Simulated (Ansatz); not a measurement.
`CC1(F)CO1` + CH₄ → `CC1(C)CO1` + H–F  (formal exchange of groups at a C–F bond)

Isolated molecules relaxed with PBE0-D4/def2-TZVP in Ansatz; ΔE leaves out vibrations. CCSD(T)/CBS is the MP2 limit (def2-TZVPP, def2-QZVPP) plus CCSD(T) − MP2 in def2-TZVPP, frozen cores. This one scheme is used for every species. Functionals use def2-TZVPP.

Is it downhill or uphill in electronic energy at CCSD(T)/CBS, and by how much? (Best estimate.)

Ansatz gave: Downhill: ΔE = -0.21 eV.

What do these levels give: B2PLYP, PBE, r2SCAN, CCSD(T)/def2-TZVPP, HF/CBS(def2), CCSD/CBS(def2)? (An estimate is asked.)

Ansatz gave: B2PLYP -0.05, PBE 0.01, r2SCAN 0.02, CCSD(T)/def2-TZVPP -0.16, HF/CBS(def2) 0.06, CCSD/CBS(def2) -0.20 eV.

Largest T1 diagnostic among the species: 0.011.

From PBE to PBE0 (25 % exact exchange), in def2-TZVPP and without D4, ΔE moves by −0.06 eV. The D4 term adds −0.08 eV with B3LYP and −0.05 eV with PBE0; it sums over pairs of atoms, weighted by their polarisabilities, and B3LYP, whose exchange is more repulsive, gets the larger term.

B3LYP here is the variant with VWN-RPA as its local correlation; programs differ in this.
